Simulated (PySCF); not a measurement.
# A diatomic session: CF

The task here is to estimate one member of a computed series from the others.

The runs use PySCF 2.14.0; C STO-3G, F STO-3G, no relativity.

The first run:

A driver script around PySCF takes these settings:

```
atoms                         : C, F
charge                        : 0
basis                         : C STO-3G, F STO-3G
Hamiltonian                   : no relativity
basis functions               : 10
electrons treated             : 15
masses in u                   : 12.0000, 18.9984
levels                        : PBE0, PBE, r²SCAN, BP86, BHandHLYP, PBEsol, LC-ωPBE, HF, MP2, SCS-MP2, CCSD, CCSD(T)
grid                          : 80 radial by 434 angular points
occupations                   : held fixed by the projection of orbital angular momentum
dissociation limit            : C + F, each in its ground configuration
starting distance in angstrom : 1.325
values of 2S to try           : 1, 3
```

Command:

```bash
OMP_NUM_THREADS=1 python dia.py task.json out
```

Steps of the session up to this table: Set-up; The PBE0 curve of the state that the search chose; Other states along the same grid; PBE; r²SCAN (meta-GGA); BP86; BHandHLYP; PBEsol (GGA); LC-ωPBE (range-separated hybrid); UHF; Correlated methods on the Hartree–Fock reference.

One of the session's tables, all rows but one given; the rest of the session is left out.

Energy (eV) from each level's lowest point:

| R (Å) | UHF | UHF-MP2 | UHF-SCS-MP2 | UHF-CCSD | UHF-CCSD(T) |
| --- | --- | --- | --- | --- | --- |
| 1.134 | 1.136 | 1.264 | 1.280 | n/a | n/a |
| 1.187 | 0.446 | 0.526 | 0.540 | 0.598 | 0.645 |
| 1.240 | 0.095 | 0.133 | 0.143 | 0.179 | 0.208 |
| 1.279 | ? | ? | ? | ? | ? |
| 1.319 | 0.015 | 0.000 | 0.000 | 0.000 | 0.000 |
| 1.359 | 0.118 | 0.081 | 0.074 | 0.053 | 0.040 |
| 1.411 | 0.361 | 0.299 | 0.278 | 0.228 | 0.199 |
| 1.477 | 0.789 | 0.703 | 0.660 | 0.566 | 0.525 |
| 1.556 | 1.418 | 1.333 | 1.257 | 1.077 | 1.037 |
| 1.662 | 2.236 | 2.635 | 2.548 | n/a | n/a |

Q: Estimate the row for R (Å) = 1.279 from the others.

Worked estimate for «UHF». A straight line through the neighbours (1.240, 0.095) and (1.319, 0.015) gives 0.095 + (0.015 − 0.095) × (1.279 − 1.240) / (1.319 − 1.240) = 0.056; a parabola fitted to 4 rows on both sides gives -0.004.

As computed: UHF: 0.000; UHF-MP2: 0.010; UHF-SCS-MP2: 0.016; UHF-CCSD: 0.034; UHF-CCSD(T): 0.048. In «UHF» the line misses by +0.056 and the parabola by -0.004.

Caveats from the session: Lowest PBE0 solution found, without spin–orbit coupling: ²Π (doublet), unpaired electrons π ↑. Warnings in the runs' records: inverted.
